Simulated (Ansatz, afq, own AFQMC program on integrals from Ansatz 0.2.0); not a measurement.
GeNH3, triplet in cc-pVDZ, levels against CCSDT(Q)

```xyz
5

Ge   -0.1180    0.0000    0.8374
N     0.5433    0.0000   -4.1953
H     0.6398   -1.2595    1.3402
H     0.6398    1.2595    1.3402
H    -0.3288    0.0000   -4.7308
```

Connectivity, by distances: GeH2 ··· NH.

Basis cc-pVDZ. Noble-gas cores (and the filled d shells of Ga–Kr and In–Xe) are frozen. Ansatz 0.2.0 and our own AFQMC program on the same integrals; the CISD trial comes from CCSD amplitudes, and released means the phaseless constraint is let go. ± is one standard error of the sampling. No spin–orbit coupling.

Determinant: UHF, the one that the program's search chose, which needn't be the lowest solution. The geometry is a point of a scan.

No full CI on the walks' own integrals is used here; CCSDT(Q) serves as the reference and is uncertain by about the last step of the cluster series.

Cautions: no relativity below Rb; no spin-orbit coupling; inner d shell frozen; lower spins were not checked; an unrestricted solution with more broken spin lies lower (120 meV, ⟨S²⟩ 2.46); the released energies are still falling, so no released level is given (meV from the phaseless value at times in 1/Eh: -5 ± 14 at 0.24, -5 ± 10 at 0.51, -18 ± 13 at 0.99, -36 ± 15 at 1.62, -81 ± 28 at 2.40), though the last usable value meets CCSDT(Q) within the noise.

The T1 diagnostic is 0.0105. The weight of the determinant in the CISD state is 0.880 and the ⟨S²⟩ of the determinant is 2.013. The size of the correlated space is 12 electrons in 41 orbitals.

```tsv
level	correlation energy (eV)
MP2	-5.0715
CCSD	-6.3132
CCSD(T)	-6.4075
```

Question: Estimate where phaseless AFQMC with a CISD trial lies against CCSD(T) on the same integrals.

Answer: 1.6 ± 0.9 kJ/mol below CCSD(T). The gap is under twice the noise, so this walk alone can't tell the two apart.

Reference: CCSDT(Q), correlation energy -6.434 eV.

| level | E − E(reference) (kJ/mol) | share of correlation (%) |
| --- | --- | --- |
| CCSD(T) | 2.6 | 99.58 |
| CCSDT | 0.5 | 99.92 |
| ph-AFQMC/CISD | 1.0 ± 0.9 | 99.83 |

A walk keeps the symmetry of its determinant, which the program's search chose and which needn't be the lowest solution, so a lower state of the same spin and another symmetry isn't excluded.
